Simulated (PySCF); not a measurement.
Molecule: SMILES C(CCC)Cl, C₄H₉Cl.

Molfile (atoms numbered from 1):
```
C4H9Cl
     RDKit          3D

 14 13  0  0  0  0  0  0  0  0999 V2000
   -1.9581   -0.0762   -0.2994 C   0  0  0  0  0  0  0  0  0  0  0  0
   -0.4793   -0.0466   -0.6519 C   0  0  0  0  0  0  0  0  0  0  0  0
    0.4204    0.0404    0.5752 C   0  0  0  0  0  0  0  0  0  0  0  0
    1.8891    0.0694    0.2129 C   0  0  0  0  0  0  0  0  0  0  0  0
    2.9285    0.1799    1.6656 Cl  0  0  0  0  0  0  0  0  0  0  0  0
   -2.1983   -0.9412    0.3391 H   0  0  0  0  0  0  0  0  0  0  0  0
   -2.5870   -0.1414   -1.1997 H   0  0  0  0  0  0  0  0  0  0  0  0
   -2.2550    0.8309    0.2507 H   0  0  0  0  0  0  0  0  0  0  0  0
   -0.2188   -0.9485   -1.2336 H   0  0  0  0  0  0  0  0  0  0  0  0
   -0.2735    0.8101   -1.3177 H   0  0  0  0  0  0  0  0  0  0  0  0
    0.2330   -0.8170    1.2435 H   0  0  0  0  0  0  0  0  0  0  0  0
    0.1782    0.9447    1.1586 H   0  0  0  0  0  0  0  0  0  0  0  0
    2.1318    0.9363   -0.4185 H   0  0  0  0  0  0  0  0  0  0  0  0
    2.1902   -0.8406   -0.3259 H   0  0  0  0  0  0  0  0  0  0  0  0
  1  2  1  0
  2  3  1  0
  3  4  1  0
  4  5  1  0
  1  6  1  0
  1  7  1  0
  1  8  1  0
  2  9  1  0
  2 10  1  0
  3 11  1  0
  3 12  1  0
  4 13  1  0
  4 14  1  0
M  END
```

Geometry PBE0-D3(BJ)/def2-SVP throughout; GIAO in PySCF 2.14, gas phase, one conformer, non-relativistic; equivalent atoms averaged; basis pcSseg-1.

(1) How do the shifts δ (against TMS, HCl at the same level) depend on the functional? (ppm; last column core-seconds on shared hosts with different chips, so compare them loosely; the GGAs took longer than the global hybrids here, which isn't the general rule, and the cause wasn't traced)

(2) Which nucleus moves most, in ppm?

Results:

(1) 
```tsv
functional	kind	C4	C3	C2	C1	Cl5	H13/H14	H11/H12	H6/H7/H8	H9/H10	core-s
HF	Hartree–Fock	45.1	35.4	21.3	15.7	36.2	3.06	1.38	1.08	0.91	3.9
LDA	LDA	52.0	42.4	24.6	15.0	130.3	3.34	1.52	1.03	1.15	11
PBE	GGA	51.4	41.9	25.9	16.6	116.5	3.28	1.50	1.04	1.14	13
BLYP	GGA	53.0	43.8	27.4	17.4	118.7	3.30	1.52	1.07	1.16	13
BP86	GGA	51.6	41.6	25.6	16.7	112.9	3.29	1.50	1.05	1.13	13
OPBE	GGA	49.6	38.2	24.8	16.6	103.2	3.23	1.48	1.02	1.12	13
KT2	GGA	49.9	41.6	25.4	16.5	108.8	3.29	1.47	1.05	1.12	13
KT3	GGA	50.2	40.8	26.2	17.2	104.5	3.25	1.48	1.05	1.13	13
B97-D	GGA	51.8	41.3	26.2	17.3	106.2	3.31	1.52	1.07	1.15	13
B3LYP	global hybrid	51.3	41.5	25.7	16.8	100.2	3.23	1.48	1.06	1.09	8.3
PBE0	global hybrid	49.5	39.4	24.0	16.1	93.2	3.20	1.45	1.04	1.06	8.8
mPW1PW91	global hybrid	49.7	39.1	24.0	16.2	90.7	3.19	1.45	1.03	1.05	8.5
WP04	global hybrid	53.7	39.5	26.2	17.7	91.2	3.13	1.45	1.00	1.03	12
B97-2	global hybrid	49.8	39.1	24.4	16.6	90.2	3.20	1.46	1.04	1.07	11
BHandHLYP	global hybrid	49.0	39.1	23.8	16.2	75.5	3.15	1.44	1.06	1.01	11
CAM-B3LYP	range-separated hybrid	49.3	40.1	24.2	15.9	92.8	3.15	1.46	1.05	1.05	15
wB97X-D	range-separated hybrid	49.0	38.7	23.4	16.1	84.3	3.14	1.43	1.03	1.02	14
LC-wPBE	range-separated hybrid	46.1	36.1	21.6	15.0	78.4	3.01	1.39	1.00	0.98	19
```

(2) Cl5 (chlorine bonded to C): from 36.2 ppm with HF to 130.3 ppm with LDA. The smallest spread is 0.08 ppm, at H6/H7/H8. Proton shifts span only some 12 ppm, so a few tenths of a ppm matter as much there as several ppm in carbon.
